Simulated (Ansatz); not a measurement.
Density of states of NiSb (P6_3/mmc, a = 3.976 Å, b = 3.976 Å, c = 5.157 Å, α = 90.00°, β = 90.00°, γ = 120.00°), in states per eV and primitive cell, averaged over bins of 0.4 eV. Theory: DFT PBE, scalar-relativistic, plane waves, PAW (Ansatz).

Plane waves to 420 eV, a k mesh through Γ of 12×12×8 on the computed 4-atom cell and Gaussian smearing (0.10 eV); no spin polarisation.

The cell is relaxed at this level. The states (both spins) are summed by tetrahedra on a 18×18×12 mesh at the self-consistent density. Energies are bin centres; the table starts no lower than −8 eV and ends at 6 eV, or lower where the solved bands end.

It is a metal at this level.

```
E − E_F (eV) total Ni 3d Sb 5p Ni 4s Sb 5s
       -6.35   0.40   0.03   0.26   0.09   0.02
       -5.95   1.63   0.15   1.03   0.31   0.11
       -5.55   1.74   0.20   1.17   0.23   0.11
       -5.15   1.89   0.31   1.24   0.19   0.13
       -4.75   1.48   0.33   0.89   0.13   0.11
       -4.35   1.98   0.56   1.10   0.16   0.12
       -3.95   2.24   0.87   1.13   0.12   0.08
       -3.55   4.39   2.37   1.75   0.15   0.06
       -3.15   4.04   2.40   1.39   0.12   0.05
       -2.75   8.40   6.01   2.05   0.10   0.07
       -2.35   5.71   4.36   1.10   0.06   0.04
       -1.95  11.40  10.83   0.21   0.11   0.02
       -1.55   6.92   6.32   0.33   0.09   0.06
       -1.15   6.53   5.79   0.51   0.07   0.09
       -0.75   2.75   1.88   0.66   0.05   0.09
       -0.35   2.56   1.56   0.75   0.04   0.13
        0.05   2.23   1.14   0.79   0.05   0.19
        0.45   2.06   0.82   0.91   0.05   0.19
        0.85   1.39   0.47   0.70   0.04   0.11
        1.25   2.03   0.59   1.07   0.11   0.13
        1.65   1.75   0.43   1.02   0.08   0.09
        2.05   1.48   0.32   0.91   0.07   0.07
        2.45   1.66   0.32   1.07   0.10   0.06
        2.85   1.49   0.25   1.00   0.09   0.03
        3.25   1.40   0.20   0.94   0.13   0.02
        3.65   0.99   0.11   0.50   0.21   0.01
        4.05   1.22   0.09   0.32   0.43   0.03
        4.45   1.74   0.09   0.38   0.55   0.04
        4.85   2.13   0.09   0.50   0.67   0.04
        5.25   2.37   0.08   0.61   0.79   0.09
        5.65   1.67   0.05   0.35   0.47   0.04
```

The columns after the total are the Löwdin projections on the occupied valence shells of the potentials. The rest of the total lies in shells that are empty in the free atom, which aren't projected, and between the atoms.

Spin-orbit coupling is left out, which matters for the bands of heavy elements.

A ferromagnetic start lost its moments in a first run, so spin was left out; other magnetic orders weren't tried.